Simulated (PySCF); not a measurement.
# H₂S, singlet: structure and spectrum

Computed with PySCF, wB97X, basis S def2-TZVP, H def2-TZVP (no relativity, density fitting).

The structure is a minimum.

```xyz
3
charge 0 multiplicity 1, angstrom
S     0.0000    0.0000   -0.0538
H     0.9673    0.0000    0.8685
H    -0.9673    0.0000    0.8685
```

| Property | Result |
| --- | --- |
| Point group | C2v |
| Bond lengths | S–H 1.337 Å (×2) |
| Bond angles | H–S–H 92.7° |
| Dipole moment | 1.19 D |
| Rotational symmetry number | 2 |
| Lowest empty level | 2.87 eV |
| Atomisation energy without zero-point energy | 759 kJ/mol |
| Entropy at 298.15 K and 1 bar | 205.6 J/(mol K) |
| Enthalpy at 298.15 K above 0 K | 9.96 kJ/mol |
| Rotational constants | 10.45, 8.939, 4.818 cm⁻¹ |
| Principal quadrupole moments (Buckingham, traceless) about the centre of mass | -3.82, 1.01, 2.81 D Å |
| Principal polarisabilities | 14.6, 19.2, 20.1 bohr³ |
| Heat capacity Cp at 298.15 K | 34.0 J/(mol K) |
| Zero-point energy | 40.6 kJ/mol |
| Highest occupied level | -9.95 eV |

Harmonic modes (masses in u: S 31.972, H 1.008):
```
symmetry  ω (cm⁻¹)  IR (km/mol)  μ (u)
      a1      1228          0.1   1.04
      a1      2776          0.0   1.04
      b2      2789          0.1   1.04
```

In C2v the vibrations span 2a1 + b2. Here b1 is antisymmetric to the molecular plane and b2 lies in it.

Charges (e):
```json
{"atom": "S1", "Mulliken": "-0.32", "Löwdin": "-0.05", "polar tensor": "-0.12", "Mayer order to S1": "–"}
{"atom": "H2,3", "Mulliken": "0.16", "Löwdin": "0.03", "polar tensor": "0.06", "Mayer order to S1": "0.97"}
```

Mulliken populations on S1: s 5.82, p 10.40, d 0.09, f 0.01.

Outer orbital energies (eV). occupied: -23.71, -15.02, -12.82, -9.95; empty: 2.87, 2.94, 7.33, 8.36.

Counting electrons, sulfur keeps 4 of its valence electrons outside its bonds, so the VSEPR class is AX2E2 and the expected shape is bent (C2v), as computed. The angle of 93° is close to 90°: the heavy centre bonds with nearly pure p orbitals and keeps its lone pair s-like.

The final relaxation and frequency run took 6.8 s on 2 threads of a shared AMD EPYC 7R43 64-Core (Zen 3) host, with 49 basis functions and 8 gradients; the process peaked at 0.54 GiB.
